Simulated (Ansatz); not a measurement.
Basis-set extrapolation for `C=C(Cl)OCC` (PBE0-D4/def2-TZVP geometry, frozen core, the Gaussian-basis code of Ansatz). Multiplicity 1, RHF reference.

|  | def2-TZVPP | def2-QZVPP |
| --- | --- | --- |
| HF | -689.977960 | -690.001224 |
| MP2 correlation | -1.094340 | -1.175507 |
| CCSD(T) correlation | -1.193915 | not run |

Energies in hartree. Use E(X) = E(∞) + A·exp(−7.88·√X) for Hartree–Fock and E(X) = E(∞) + B·X^(−2.97) for correlation, with X = 3 and 4, and add CCSD(T) minus MP2 of the smaller set to the MP2 limit.

Q: What is the CCSD(T) energy at the basis-set limit?

A: HF limit: -690.001224 + (-0.023264) × 0.13774 = -690.00443. MP2 limit: -1.175507 + (-0.081167) × 0.74074 = -1.23563. Higher-order term: -1.193915 − (-1.094340) = -0.09957. Total: -691.33963 hartree, 4.56 eV below CCSD(T)/def2-TZVPP.
